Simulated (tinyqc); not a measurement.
RKS/PBE in the sto-3g basis, for HF, spin multiplicity 1, step by step. One step of it, computed by the program tinyqc.

Question. Iteration 2: building the Kohn-Sham matrix. J_ij = sum D_kl (ij|kl); F = H + J + V_xc; E = tr D H + tr D J / 2 + E_xc + E_nn.

D after iteration 1, lower triangle:
```
            1F 1s      1F 2s    1F 2px    1F 2py    1F 2pz     2H 1s
1F 1s    2.123372
1F 2s   -0.525327   2.250269
1F 2px   0.000000   0.000000  2.000000
1F 2py   0.000000   0.000000  0.000000  2.000000
1F 2pz  -0.007752   0.008909  0.000000  0.000000  0.064675
2H 1s    0.082177  -0.507460  0.000000  0.000000  0.338306  1.906133
```

core Hamiltonian H = T + V (hartree), lower triangle:
```
             1F 1s       1F 2s     1F 2px     1F 2py     1F 2pz      2H 1s
1F 1s   -40.432376
1F 2s    -9.486617  -10.910453
1F 2px    0.000000    0.000000  -8.592532
1F 2py    0.000000    0.000000   0.000000  -8.592532
1F 2pz   -0.007503   -0.093618   0.000000   0.000000  -8.638833
2H 1s    -0.804675   -1.985307   0.000000   0.000000  -1.447344  -4.098605
```

Two-electron integrals (ij|kl) in chemists' order, unique and non-zero (hartree):
```
(11|11) 5.403501   (21|11) 0.841920   (21|21) 0.156299   (22|11) 1.268028
(22|21) 0.292344   (22|22) 0.926167   (31|31) 0.027998   (32|31) 0.043169
(32|32) 0.204588   (33|11) 1.264502   (33|21) 0.292403   (33|22) 0.925959
(33|33) 0.997514   (41|41) 0.027998   (42|41) 0.043169   (42|42) 0.204588
(43|43) 0.053770   (44|11) 1.264502   (44|21) 0.292403   (44|22) 0.925959
(44|33) 0.889973   (44|44) 0.997514   (51|51) 0.027998   (52|51) 0.043169
(52|52) 0.204588   (53|53) 0.053770   (54|54) 0.053770   (55|11) 1.264502
(55|21) 0.292403   (55|22) 0.925959   (55|33) 0.889973   (55|44) 0.889973
(55|55) 0.997514   (61|11) 0.071600   (61|21) 0.013192   (61|22) 0.024558
(61|33) 0.024523   (61|44) 0.024523   (61|51) 0.000513   (61|52) 0.000972
(61|55) 0.024633   (61|61) 0.001124   (62|11) 0.203016   (62|21) 0.047528
(62|22) 0.170731   (62|33) 0.168164   (62|44) 0.168164   (62|51) 0.003193
(62|52) 0.026270   (62|55) 0.175695   (62|61) 0.004073   (62|62) 0.040625
(63|31) 0.004708   (63|32) 0.028929   (63|53) 0.005354   (63|63) 0.005722
(64|41) 0.004708   (64|42) 0.028929   (64|54) 0.005354   (64|64) 0.005722
(65|11) 0.147275   (65|21) 0.034893   (65|22) 0.134325   (65|33) 0.128837
(65|44) 0.128837   (65|51) 0.006729   (65|52) 0.048173   (65|55) 0.145146
(65|61) 0.003097   (65|62) 0.039381   (65|65) 0.043703   (66|11) 0.403445
(66|21) 0.095946   (66|22) 0.398583   (66|33) 0.386995   (66|44) 0.386995
(66|51) 0.007023   (66|52) 0.082992   (66|55) 0.421455   (66|61) 0.008246
(66|62) 0.129127   (66|65) 0.146622   (66|66) 0.774606
```

nuclear repulsion = 3.66635481 hartree

V_xc (hartree), lower triangle:
```
            1F 1s      1F 2s     1F 2px     1F 2py     1F 2pz      2H 1s
1F 1s   -3.489327
1F 2s   -0.474553  -0.872204
1F 2px   0.000000   0.000000  -0.903874
1F 2py   0.000000   0.000000   0.000000  -0.903874
1F 2pz  -0.000409  -0.011076   0.000000   0.000000  -0.787650
2H 1s   -0.040656  -0.151713   0.000000   0.000000  -0.120776  -0.525462
```

E_xc = sum of w rho eps_xc = -10.48821966 hartree

Give: Coulomb J; Kohn-Sham matrix F; total energy of this density.

Answer.

Coulomb J (hartree), lower triangle:
```
          1F 1s   1F 2s  1F 2px  1F 2py  1F 2pz   2H 1s
1F 1s   19.2567
1F 2s    3.6303  8.9146
1F 2px   0.0000  0.0000  8.9522
1F 2py   0.0000  0.0000  0.0000  8.9522
1F 2pz   0.0151  0.1673  0.0000  0.0000  8.8131
2H 1s    0.3070  1.6820  0.0000  0.0000  1.3734  4.6754
```

Kohn-Sham matrix F (hartree), lower triangle:
```
           1F 1s    1F 2s   1F 2px   1F 2py   1F 2pz   2H 1s
1F 1s   -24.6650
1F 2s    -6.3309  -2.8681
1F 2px    0.0000   0.0000  -0.5442
1F 2py    0.0000   0.0000   0.0000  -0.5442
1F 2pz    0.0072   0.0626   0.0000   0.0000  -0.6133
2H 1s    -0.5383  -0.4550   0.0000   0.0000  -0.1947  0.0513
```

total energy of this density = -98.248095 hartree
